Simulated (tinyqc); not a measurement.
Extended Hueckel theory, for CH4+, step by step. The parameters take no account of the charge, which enters only through the electron count. One step of it, computed by the program tinyqc.

Problem. Wolfsberg-Helmholz matrix. H_ij = K' S_ij (H_ii + H_jj)/2 for i != j (the diagonal keeps H_ii), with K' = K + D^2 + D^4 (1 - K), D = (H_ii - H_jj)/(H_ii + H_jj), K = 1.5.

overlap S:
```
           1C 2s     1C 2px     1C 2py     1C 2pz     2H 1s      3H 1s      4H 1s      5H 1s
1C 2s   1.000000   0.000000   0.000000   0.000000  0.488755   0.488755   0.488755   0.488755
1C 2px  0.000000   1.000000   0.000000   0.000000  0.282461   0.282461  -0.282461  -0.282461
1C 2py  0.000000   0.000000   1.000000   0.000000  0.282461  -0.282461   0.282461  -0.282461
1C 2pz  0.000000   0.000000   0.000000   1.000000  0.282461  -0.282461  -0.282461   0.282461
2H 1s   0.488755   0.282461   0.282461   0.282461  1.000000   0.145683   0.145683   0.145683
3H 1s   0.488755   0.282461  -0.282461  -0.282461  0.145683   1.000000   0.145683   0.145683
4H 1s   0.488755  -0.282461   0.282461  -0.282461  0.145683   0.145683   1.000000   0.145683
5H 1s   0.488755  -0.282461  -0.282461   0.282461  0.145683   0.145683   0.145683   1.000000
```

diagonal H_ii (eV): 1C 2s -21.400000, 1C 2px -11.400000, 1C 2py -11.400000, 1C 2pz -11.400000, 2H 1s -13.600000, 3H 1s -13.600000, 4H 1s -13.600000, 5H 1s -13.600000

K = 1.500000

Give: H.

Solution.

H (eV):
```
           1C 2s    1C 2px    1C 2py    1C 2pz     2H 1s     3H 1s     4H 1s     5H 1s
1C 2s   -21.4000    0.0000    0.0000    0.0000  -13.2441  -13.2441  -13.2441  -13.2441
1C 2px    0.0000  -11.4000    0.0000    0.0000   -5.3234   -5.3234    5.3234    5.3234
1C 2py    0.0000    0.0000  -11.4000    0.0000   -5.3234    5.3234   -5.3234    5.3234
1C 2pz    0.0000    0.0000    0.0000  -11.4000   -5.3234    5.3234    5.3234   -5.3234
2H 1s   -13.2441   -5.3234   -5.3234   -5.3234  -13.6000   -2.9719   -2.9719   -2.9719
3H 1s   -13.2441   -5.3234    5.3234    5.3234   -2.9719  -13.6000   -2.9719   -2.9719
4H 1s   -13.2441    5.3234   -5.3234    5.3234   -2.9719   -2.9719  -13.6000   -2.9719
5H 1s   -13.2441    5.3234    5.3234   -5.3234   -2.9719   -2.9719   -2.9719  -13.6000
```
